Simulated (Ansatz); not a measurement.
The same path of BH₅SSi (8 atoms, charge 0, multiplicity 1) was run 3 times with different band settings. The coordinate that changes most is the dihedral B1–S2–Si3–H7.

These are results of RKS PBE/cc-pVDZ in Ansatz, not measurements.

Relaxed end points:

```xyz
8
Properties=species:S:1:pos:R:3
B -1.199 1.104 -0.582
S -1.257 -0.424 0.354
Si 0.890 -0.896 0.462
H -0.149 1.579 -0.964
H -2.267 1.629 -0.811
H 1.614 0.188 1.215
H 1.452 -1.031 -0.928
H 1.008 -2.205 1.199
```

```xyz
8
Properties=species:S:1:pos:R:3
B -1.544 -0.023 -0.788
S -0.856 0.887 0.596
Si 1.181 0.051 0.635
H -0.890 -0.839 -1.402
H -2.696 0.229 -1.069
H 1.900 0.717 1.780
H 1.880 0.357 -0.663
H 1.118 -1.436 0.856
```

Common settings: spring 5.0 eV/Å²; optimiser quadratic models (default); start path IDPP; force threshold 0.05 eV/Å; end points relaxed.

| run | movable images | climbing image | iteration limit |
| --- | --- | --- | --- |
| 1 | 9 | yes | 49 |
| 2 | 8 | no | 60 |
| 3 | 2 | no | 60 |

Task: What does each run give, and how far can it be trusted?

Result: Run 1: converged after 5 iterations, highest image 0.008 eV above the first end. The top lies less than 8 meV above the higher end, about what the thresholds resolve: that end is a shoulder or a very shallow well. A vibrational analysis at the climbing image gives no mode beyond 40i cm⁻¹: the surface is too flat there to confirm a saddle point.
Run 2: converged after 5 iterations, highest image 0.008 eV above the first end. The top lies less than 8 meV above the higher end, about what the thresholds resolve: that end is a shoulder or a very shallow well. No image climbed, so the highest image needn't sit at the top of the path.
Run 3: converged after 5 iterations, highest image 0.007 eV above the first end. The top lies less than 8 meV above the higher end, about what the thresholds resolve: that end is a shoulder or a very shallow well. No image climbed, so the highest image needn't sit at the top of the path. So few images can step over the top or miss a turn of the path.
